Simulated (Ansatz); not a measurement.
Two shapes of singlet C₄H₆.

Shape 1:

```xyz
10

C     0.0000   -0.0001    0.0001
C     0.0001    0.0000    1.4549
C     0.0001    1.1109   -0.7494
C    -0.0001   -1.1109    2.2044
H     0.0000   -0.9625   -0.5117
H    -0.0001    0.9624    1.9668
H    -0.0001    1.0538   -1.8379
H     0.0000    2.0987   -0.2886
H    -0.0001   -1.0538    3.2928
H     0.0001   -2.0987    1.7436
```

Shape 2:

```xyz
10

C    -0.0396   -0.0304    0.0020
C     0.0466    0.0083    1.4388
C    -0.0190    1.0647   -0.7502
C     0.0066   -1.1589    2.1919
H    -0.0392   -0.9905   -0.4983
H    -0.0110    0.9391    1.9239
H    -0.0032    1.0075   -1.8193
H    -0.0093    2.0498   -0.2848
H     0.0414   -1.0455    3.2660
H     0.0455   -2.1132    1.7587
```

Basis set: cc-pVDZ (spherical functions). Left uncorrelated: 4 orbitals. Charge 0, multiplicity 1.

Computed with Ansatz (development build ahead of 0.2.0); each method stands on the lowest determinant of its kind that the runs found.

(1) Which shape is lower in energy, and by how much in each method?

## Answers

(1)

```tsv
method	E(2) − E(1) (eV)
RHF	0.227
RHF-MP2	0.202
```

Shape 1 is lower.
